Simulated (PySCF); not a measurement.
`[AlH4-]`, [AlH4]-, charge -1

Geometry:
```csv
atom,x (Å),y (Å),z (Å)
Al1,-0.006,-0.002,-0.001
H2,0.615,1.191,-0.958
H3,-1.097,0.649,1.053
H4,1.216,-0.720,0.846
H5,-0.758,-1.128,-0.944
```

Total charge -1.

Computed, not measured: PySCF 2.14.0, GIAO B3LYP/pcSseg-1 magnetisability, rotational g tensor and spin-rotation constants, non-relativistic, gas phase. Geometry: PBE0-D3(BJ)/def2-SVP.

For an ion the centre-of-mass motion in the field is neglected.

**Question.** Give the nuclear spin-rotation constants along the inertial axes (H = +C I·J) beside the isotropic shieldings.

**Answer.** Rotational constants 69.0249, 69.0027, 69.0002 GHz.
| atom | isotope | Caa (kHz) | Cbb (kHz) | Ccc (kHz) | mean (kHz) | σ (ppm) |
| --- | --- | --- | --- | --- | --- | --- |
| Al1 | 27Al | 33.942 | 33.931 | 33.930 | 33.935 | 484.8 |
| H2 | 1H | -1.648 | -1.648 | -1.648 | -1.648 | 28.4 |
| H3 | 1H | -1.648 | -1.648 | -1.648 | -1.648 | 28.4 |
| H4 | 1H | -1.648 | -1.648 | -1.648 | -1.648 | 28.4 |
| H5 | 1H | -1.648 | -1.647 | -1.647 | -1.648 | 28.4 |

Where two moments of inertia are equal or nearly so, the constants along those axes are given as their average.
For the geometry as given, no vibrational averaging.
